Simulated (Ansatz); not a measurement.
**Antiferromagnetic (type II) rock-salt NiO**

Method: r²SCANh in Ansatz (plane waves, PAW).

Settings: plane-wave cutoff 520 eV, 10×10×10 k mesh, Fermi–Dirac smearing 0.01 eV, spin-polarised with opposed moments, scalar-relativistic PAW data made under PBE.

Cell: relaxed at this level.

For antiferromagnetic (type II) rock-salt NiO, the band gap is 4.02 eV (on the SCF k mesh) (indirect) and the smallest direct gap on the k points sampled is 4.39 eV. The Γ–Γ gap is 4.92 eV and the magnetic moment (largest site, within a sphere) comes out as 1.65 μB.

Moments are spin moments.

Computed values are for the static lattice.

Ansatz is a quantum-chemistry and plane-wave program.
